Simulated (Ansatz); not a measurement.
Geometry optimisation, RKS B3LYP/6-31G* in Ansatz 0.2.0.

The input (input.yaml):

```yaml
crystal:
  periodic: [false, false, false]
  atoms:
    - { symbol: Al, position_ang: [0.317735, 0.001496, 0.024777] }
    - { symbol: C, position_ang: [1.037018, -0.040708, 1.824581] }
    - { symbol: H, position_ang: [0.50662, -0.209603, 2.767063] }
    - { symbol: H, position_ang: [1.833579, -0.790076, 1.727268] }
    - { symbol: H, position_ang: [1.550182, 0.929714, 1.884797] }
    - { symbol: H, position_ang: [1.792881, 0.180407, -0.416695] }
    - { symbol: F, position_ang: [-1.130715, -0.07123, -0.760791] }
basis:
  gaussian: { orbitals: "6-31G*" }
hamiltonian:
  xc: b3lyp
relax:
  f_tol: 0.03
  max_steps: 50
output:
  orbitals: {}
```

Run as:

```bash
$ ansatz run input.yaml --threads 1 --pin off --max-ram 2048MiB --backend cpu --events-out ev --progress --plain --runs-dir out
```

Problem. Where does it end, and by what steps?

Solution. The run converged. After 6 steps the energy has fallen by 0.766 eV; H6 moved furthest, 0.80 Å.

```json
{"step": "0", "energy less start (eV)": "0.0000", "largest force component (eV/Å)": "1.771", "accepted": "yes"}
{"step": "1", "energy less start (eV)": "-0.3538", "largest force component (eV/Å)": "0.879", "accepted": "yes"}
{"step": "2", "energy less start (eV)": "-0.5479", "largest force component (eV/Å)": "0.523", "accepted": "yes"}
{"step": "3", "energy less start (eV)": "-0.6803", "largest force component (eV/Å)": "0.382", "accepted": "yes"}
{"step": "4", "energy less start (eV)": "-0.7479", "largest force component (eV/Å)": "0.435", "accepted": "yes"}
{"step": "5", "energy less start (eV)": "-0.7634", "largest force component (eV/Å)": "0.212", "accepted": "yes"}
{"step": "6", "energy less start (eV)": "-0.7659", "largest force component (eV/Å)": "0.021", "accepted": "yes"}
```

```xyz
7
Properties=species:S:1:pos:R:3
Al 0.597 0.038 -0.003
C 1.083 -0.031 1.887
H 0.225 -0.218 2.542
H 1.822 -0.823 2.063
H 1.550 0.911 2.204
H 1.628 0.221 -1.194
F -0.998 -0.100 -0.448
```

Whether the end is a true minimum wasn't checked by a vibrational analysis.

Run time: 12 s on 1 thread of Arm Neoverse V2, with other jobs on the host, peak memory 0.13 GiB.
